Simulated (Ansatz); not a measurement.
# One shape, several levels: NCO (SMILES [N]=C=O)

Aim: a comparison of 6 runs (UHSE06/STO-3G, UPBE0/STO-3G, RPA@PBE/STO-3G, UCCSDT(Q)/STO-3G, UCCSDT/STO-3G, UCCSD(T)/STO-3G) of NCO. 

The results are computed with Ansatz 0.2.0.

66 further runs of the same task are left out: 13 that didn't finish, 53 set aside as unsound or not needed.

### Step 1. The system as given

The species is NCO (3 atoms), meant as a doublet with charge 0. SMILES: `[N]=C=O`. The O3–C2 distance was set to 2.341 Å, away from the relaxed value. At this shape a bond of the SMILES string is far longer than usual.

Bond lengths: N1–C2 1.222 Å. A long bond or contact: C2–O3 2.341 Å.

### Step 2. A single-point energy at UHSE06/STO-3G (run 1)

Input file in.yaml:

```yaml
crystal:
  periodic: [false, false, false]
  atoms:
    - {symbol: "N", position_ang: [1.908760, 0.834182, 1.141876]}
    - {symbol: C, position_ang: [0.926760, 0.405082, 0.554376]}
    - {symbol: O, position_ang: [-0.954400, -0.417100, -0.571000]}
basis:
  gaussian: {orbitals: STO-3G}
magnetization: {spin_polarized: true, initial_magnetization: 1}
hamiltonian: {xc: hse06}
accuracy: high
```

Started as:

```
$ ansatz run in.yaml --threads 1 --pin off --max-ram 2610MiB --events-out events.jsonl --progress --plain --runs-dir runs
```

Output:

```text
Warning: RAYON_NUM_THREADS=1 ignored (pool sized by the plan → 1); use --threads N
Functional definition: HSE06
  name "HSE06"
  parameter a = 0.25
  parameter omega = 0.11/bohr
  exchange = pbe_x - a*pbe_x_sr(omega) + a*exact_x_sr(omega)
  correlation = pbe_c
237 factors; integrals over basis functions are off by at most 2.2e-8 eV
50 factors; integrals over basis functions are off by at most 3.6e-10 eV
mean field evaluation 1: about -4497.3227 eV, gradient 1.9e1 eV
mean field evaluation 2: about -4404.0884 eV, gradient 8.8e1 eV
mean field evaluation 4: about -4496.9176 eV, gradient 1.6e1 eV
mean field evaluation 8: about -4500.0616 eV, gradient 2.5e0 eV
mean field evaluation 16: about -4500.7421 eV, gradient 4.0e-1 eV
mean field evaluation 32: about -4500.7487 eV, gradient 5.6e-4 eV
mean field evaluation 64: about -4500.7445 eV, gradient 2.1e-1 eV
mean field evaluation 96: about -4500.7487 eV, gradient 7.0e-4 eV
mean field evaluation 128: about -4500.7487 eV, gradient 1.8e-5 eV
mean field -4500.74872622 eV, -165.3994649714 hartree, gradient 9.4e-8 eV, S^2 1.558939; 3 other end points of the search recorded, 0 dependent functions left out
reference -4500.74872722 eV, -165.3994650084 hartree; 11, 10 occupied and 4, 5 virtual orbitals, 237 factors
Total energy: -4500.74872722 eV, -165.3994650084 hartree
```

Run time: 51 s. Hardware: 1 thread of Intel Xeon Platinum 8375C at 2.90GHz (Ice Lake), shared host; peak memory 0.12 GiB.

### Step 3. The energy at UPBE0/STO-3G (run 2)

Input file run.yaml:

```yaml
basis:
  gaussian: {orbitals: STO-3G}
crystal:
  periodic: [false, false, false]
  atoms:
    - {symbol: N, position_ang: [1.908760, 0.834182, 1.141876]}
    - {symbol: C, position_ang: [0.926760, 0.405082, 0.554376]}
    - {symbol: O, position_ang: [-0.954400, -0.417100, -0.571000]}
magnetization: {spin_polarized: true, initial_magnetization: 1}
hamiltonian: {xc: {name: PBE0}}
accuracy: high
```

Started as:

```
$ ansatz run run.yaml --threads 1 --pin off --max-ram 2610MiB --events-out events.jsonl --progress --plain --runs-dir runs
```

Output, cut to the lines that bear on the results:

```text
Warning: RAYON_NUM_THREADS=1 ignored (pool sized by the plan → 1); use --threads N
Functional definition: PBE0
  name "PBE0"
[...]
237 factors; integrals over basis functions are off by at most 2.2e-8 eV
[...]
mean field -4500.94878660 eV, -165.4068170549 hartree, gradient 1.2e-8 eV, S^2 1.561005; 6 other end points of the search recorded, 0 dependent functions left out
reference -4500.94878735 eV, -165.4068170826 hartree; 11, 10 occupied and 4, 5 virtual orbitals, 237 factors
Total energy: -4500.94878735 eV, -165.4068170826 hartree
```

It took 66 s on 1 thread of Intel Xeon Platinum 8375C at 2.90GHz (Ice Lake), shared host; peak memory 0.12 GiB.

Runs 3 to 4 aren't shown in full; the table further down has their settings and results.

### Step 4. A single-point energy at UCCSDT/STO-3G (run 5)

Input file in.yaml:

```yaml
crystal:
  periodic: [false, false, false]
  atoms:
    - symbol: "N"
      position_ang: [1.908760, 0.834182, 1.141876]
    - symbol: C
      position_ang: [0.926760, 0.405082, 0.554376]
    - symbol: O
      position_ang: [-0.954400, -0.417100, -0.571000]
basis:
  gaussian:
    orbitals: STO-3G
magnetization:
  spin_polarized: true
  initial_magnetization: 1
correlation:
  method: ccsdt
  frozen_orbitals: {C: 1, "N": 1, O: 1}
accuracy: high
scf:
  omitted_lower_state_checks: [cluster_reference, increment]
```

Started as:

```
$ ansatz run in.yaml --threads 1 --pin off --max-ram 2610MiB --events-out events.jsonl --progress --plain --runs-dir runs
```

Output:

```text
Warning: RAYON_NUM_THREADS=1 ignored (pool sized by the plan → 1); use --threads N
[... 20 lines left out ...]
3 core orbitals not correlated: weight in the atoms' cores, before any rotation towards them, 1.000 or more for the frozen orbitals, at most 0.000 for the correlated occupied ones
[... 77 lines left out ...]
Total energy: -4489.59240925 eV, -164.9894778849 hartree
Checks for a lower state left out: cluster_reference, increment
```

It took 3.3 s on 1 thread of Intel Xeon Platinum 8375C at 2.90GHz (Ice Lake), shared host; peak memory 0.11 GiB.

### Step 5. A single-point energy at UCCSD(T)/STO-3G (run 6)

Input file molecule.yaml:

```yaml
crystal:
  periodic: [false, false, false]
  atoms:
    - {symbol: "N", position_ang: [1.908760, 0.834182, 1.141876]}
    - {symbol: C, position_ang: [0.926760, 0.405082, 0.554376]}
    - {symbol: O, position_ang: [-0.954400, -0.417100, -0.571000]}
basis:
  gaussian:
    orbitals: STO-3G
magnetization:
  spin_polarized: true
  initial_magnetization: 1
correlation:
  method: ccsd_t
  frozen_orbitals: {C: 1, "N": 1, O: 1}
accuracy: high
scf:
  omitted_lower_state_checks: [cluster_reference, increment]
```

Started as:

```
$ ansatz run molecule.yaml --threads 1 --pin off --max-ram 2610MiB --events-out events.jsonl --progress --plain --runs-dir runs
```

Output:

```text
Warning: RAYON_NUM_THREADS=1 ignored (pool sized by the plan → 1); use --threads N
[... 20 lines left out ...]
3 core orbitals not correlated: weight in the atoms' cores, before any rotation towards them, 1.000 or more for the frozen orbitals, at most 0.000 for the correlated occupied ones
[... 57 lines left out ...]
Total energy: -4489.53045213 eV, -164.9872010027 hartree
Checks for a lower state left out: cluster_reference, increment
```

Wall time 1.2 s (1 thread of Intel Xeon Platinum 8375C at 2.90GHz (Ice Lake), shared host).

### Step 6. The series

| run | level | frozen core orbitals | energy (Eh) | ⟨S²⟩ | wall time |
| --- | --- | --- | --- | --- | --- |
| 1 | UHSE06/STO-3G | – | -165.399465 | 1.559 | 51 s |
| 2 | UPBE0/STO-3G | – | -165.406817 | 1.561 | 66 s |
| 3 | RPA@PBE/STO-3G | 3 | -165.060750 | 1.381 | 74 s |
| 4 | UCCSDT(Q)/STO-3G | 3 | -164.992470 | 2.439 | 4.8 s |
| 5 | UCCSDT/STO-3G | 3 | -164.989478 | 2.439 | 3.3 s |
| 6 | UCCSD(T)/STO-3G | 3 | -164.987201 | 2.439 | 1.2 s |

### Step 7. Outcome

| quantity | value |
| --- | --- |
| run 6: total energy | -164.98720 Eh |
| run 6: correlation energy (3 core orbitals frozen) | -152.5 mEh |
| run 6: (T) correction | -1.37 mEh |
| run 6: ⟨S²⟩ of the reference determinant | 2.439 |
| run 6: T1 diagnostic | 0.089 |

In words: Totals of different functionals can't be ranked against each other. In runs 1, 2, 3, 4, 5, 6 the basis is minimal, so the values are rough. Spin contamination of the reference: run 4 ⟨S²⟩ = 2.44, run 5 ⟨S²⟩ = 2.44, run 6 ⟨S²⟩ = 2.44, run 2 ⟨S²⟩ = 1.56, run 1 ⟨S²⟩ = 1.56, run 3 ⟨S²⟩ = 1.38. Where it is this large, the reference is a mixture of spin states, and values that rest on it are in doubt. All runs together took 3.3 min, the longest 74 s.
